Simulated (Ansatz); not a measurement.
Cost and result up the ladder for the cluster Mg₂H₄ (the lowest singlet isomer of a short search) (6 atoms). The state is a singlet with charge 0. Geometry: r2SCAN-D4/def2-TZVP.

```tsv
atom	x (Å)	y (Å)	z (Å)
Mg1	-0.258	-1.365	-0.098
Mg2	0.260	1.364	0.100
H3	0.572	3.031	0.214
H4	1.053	-0.151	-0.675
H5	-0.577	-3.030	-0.225
H6	-1.050	0.150	0.683
```

Ansatz on 4 threads of Arm Neoverse V1 on a shared host. Times are rough, and most runs start from the orbitals of an earlier one. ωB97M-V/def2-TZVP serves as the yardstick here, not as an exact answer. Differences are given only for rows in sets of like size (and for xTB, whose basis is part of the method), since another set adds its own error. Binding counts from free atoms at the same level (Mg singlet, H doublet; other spins of the atoms weren't run), without zero-point energy or a counterpoise term.

B3LYP takes the VWN-RPA correlation. Correlated methods freeze 2 core orbitals; core or outer-core shells of Mg are correlated, in sets that lack core-valence functions. The structure comes from a short search, and lower isomers may exist.

Correlated methods converge slowly with the basis.

```csv
level,functions,binding energy per atom (eV),difference from ωB97M-V/def2-TZVP (eV)
MP2/def2-TZVP,88,1.58,-0.14
ωB97M-V/def2-TZVP,88,1.73,0.00
r2SCANh-D4/def2-TZVP,88,1.79,0.06
ωB97X-V/def2-TZVP,88,1.79,0.06
PBE-D4/def2-TZVP (with forces),88,1.69,-0.04
B3LYP-D4/6-31G,34,1.68,–
r2SCAN-D4/def2-TZVPD,106,1.80,0.07
PBE0-D4/def2-TZVP,88,1.70,-0.02
HF/STO-3G,22,2.65,–
PBE-D4/def2-SVP,56,1.68,–
CCSD(T)/def2-TZVPD,106,1.67,-0.06
PBE0-D4/def2-TZVPD,106,1.70,-0.02
r2SCAN-D4/def2-TZVP,88,1.79,0.07
PBE0-D4/def2-SVP,56,1.69,–
```

Question: Estimate how long each takes.

Answer: HF/STO-3G 0.05 s; MP2/def2-TZVP 0.25 s; B3LYP-D4/6-31G 0.3 s; PBE-D4/def2-SVP 0.35 s; PBE0-D4/def2-SVP 0.35 s; PBE-D4/def2-TZVP (with forces) 0.55 s; PBE0-D4/def2-TZVP 0.65 s; PBE0-D4/def2-TZVPD 0.65 s; r2SCAN-D4/def2-TZVP 1.1 s; r2SCANh-D4/def2-TZVP 1.2 s; r2SCAN-D4/def2-TZVPD 1.4 s; ωB97X-V/def2-TZVP 1.8 s; ωB97M-V/def2-TZVP 1.9 s; CCSD(T)/def2-TZVPD 4.1 s. On shared hardware such times vary by a factor of up to 3.
